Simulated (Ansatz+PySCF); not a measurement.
Values are calculated unless marked as measured or tabulated.
**Several solutions for singlet NO₂(-)**

```yaml
atoms:
  - { symbol: N, position_ang: [-0.0014, -0.0099, -0.4572] }
  - { symbol: O, position_ang: [-0.0056, 1.0674, 0.2053] }
  - { symbol: O, position_ang: [-0.0078, -1.0556, 0.1971] }
```

Basis set: def2-SVP (spherical functions). Charge -1, multiplicity 1.

CASSCF(4,3) was run from several starts with Ansatz (development build ahead of 0.2.0) and PySCF 2.14.0. The starts are those of the Hartree–Fock orbitals from which the active space was taken at the frontier.

| run | program | start | converged | energy (hartree) | <S²> |
| --- | --- | --- | --- | --- | --- |
| A | Ansatz | stability test followed | yes | -203.93435 | 0.00 |
| B | PySCF | program defaults | yes | -203.92977 | 0.00 |
| C | Ansatz | search for the lowest state | yes | -203.93435 | 0.00 |
| D | Ansatz | atomic start, no search | yes | -203.93435 | 0.00 |

**Question.** Which runs reached the lowest solution of this kind, and what is wrong with the others?

**Answer.** A, C, D reached the lowest solution found. Converged but too high: B by 0.12 eV. Convergence only shows a stationary point; in CASSCF the end hangs on which orbitals enter the active space. Caution: no diffuse functions for an anion. Caution: other starts end on other solutions of this active space.
